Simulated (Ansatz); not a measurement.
**C₅H₇N: energies up the ladder**

Wanted for C₅H₇N: energies up the ladder.

Method: the levels named in each step, in Ansatz 0.2.0.

### 1 The structure to begin with

Bond lengths: C1–C2 1.491 Å, C2–C3 1.322 Å, C3–C4 1.506 Å, C4–C5 1.441 Å, C5–N6 1.143 Å, C1–H7 1.089 Å, C1–H8 1.088 Å, C1–H9 1.091 Å, C2–H10 1.083 Å, C3–H11 1.083 Å, C4–H12 1.101 Å, C4–H13 1.092 Å. Angles (14 of 19 angles, heavy atoms first): C1–C2–C3 124.2°, C2–C3–C4 125.5°, C3–C4–C5 113.4°, C4–C5–N6 179.6°, C1–C2–H10 115.6°, C3–C2–H10 120.2°, C2–C1–H7 110.1°, C2–C1–H8 111.3°, C2–C1–H9 110.0°, C2–C3–H11 120.5°, C4–C3–H11 114.0°, C3–C4–H12 109.5°, C3–C4–H13 109.8°, C5–C4–H12 107.9°.

As a file:

```xyz
13

C     2.7009   -0.1493    0.2784
C     1.2286    0.0110    0.1089
C     0.3533   -0.9685    0.2555
C    -1.1383   -0.8399    0.0926
C    -1.5638    0.4917   -0.2550
N    -1.9088    1.5460   -0.5313
H     3.2153    0.1255   -0.6409
H     2.9594   -1.1742    0.5345
H     3.0599    0.5129    1.0670
H     0.8925    1.0069   -0.1507
H     0.6843   -1.9659    0.5158
H    -1.4818   -1.5222   -0.7001
H    -1.6382   -1.1324    1.0184
```

### 2 A rough first relaxation, PBE-D4/def2-SVP

Input file input.yaml:

```yaml
crystal:
  periodic: [false, false, false]
  atoms:
    - { symbol: C, position_ang: [2.70093, -0.1493, 0.27841] }
    - { symbol: C, position_ang: [1.22857, 0.011, 0.10892] }
    - { symbol: C, position_ang: [0.35328, -0.96849, 0.25554] }
    - { symbol: C, position_ang: [-1.13832, -0.83988, 0.0926] }
    - { symbol: C, position_ang: [-1.56383, 0.49174, -0.25501] }
    - { symbol: "N", position_ang: [-1.90876, 1.54596, -0.53135] }
    - { symbol: H, position_ang: [3.21526, 0.12548, -0.64085] }
    - { symbol: H, position_ang: [2.95943, -1.17416, 0.53446] }
    - { symbol: H, position_ang: [3.05986, 0.51285, 1.06703] }
    - { symbol: H, position_ang: [0.89246, 1.00686, -0.15065] }
    - { symbol: H, position_ang: [0.68427, -1.96589, 0.51578] }
    - { symbol: H, position_ang: [-1.48185, -1.52224, -0.70014] }
    - { symbol: H, position_ang: [-1.63821, -1.13245, 1.01837] }
basis:
  gaussian: { orbitals: def2-SVP }
hamiltonian:
  xc: pbe
  dispersion: d4
relax:
  f_tol: 0.03
  max_steps: 200
```

Launch:

```sh
$ ansatz run input.yaml --threads 4 --pin off --max-ram 10240MiB --backend cpu --events-out ev --progress --plain --runs-dir out
```

The runs that follow: Relaxation, PBE0-D4/def2-TZVPP; Frequencies, PBE0-D4/def2-TZVPP; Single point, PBE-D4/def2-TZVPP; Single point, r2SCAN-D4/def2-TZVPP; Single point, B3LYP-D4/def2-TZVPP; Single point, wB97M-V/def2-TZVPP; Single point, B2PLYP/def2-TZVPP; Single point, LDA/def2-TZVPP; Single point, PBE0-D4/def2-SVP; Single point, PBE-D4/def2-SVP.

Before running it: what results should come out? Wanted: C1–C2 at PBE0-D4/def2-TZVPP; C2–C3 at PBE0-D4/def2-TZVPP; C3–C4 at PBE0-D4/def2-TZVPP; frequencies at PBE0-D4/def2-TZVPP; energy at PBE-D4/def2-SVP.

**Answer**, as computed:

| quantity | value |
| --- | --- |
| C1–C2 at PBE0-D4/def2-TZVPP | 1.488 Å |
| C2–C3 at PBE0-D4/def2-TZVPP | 1.325 Å |
| C3–C4 at PBE0-D4/def2-TZVPP | 1.502 Å |
| frequencies at PBE0-D4/def2-TZVPP | 119 to 3165 cm⁻¹ |
| energy at PBE-D4/def2-SVP | -6774.417 eV |

What this shows: No mode is imaginary, so the geometry is a minimum. These totals serve in differences with atoms or fragments at the same level; alone they don't rank the methods.
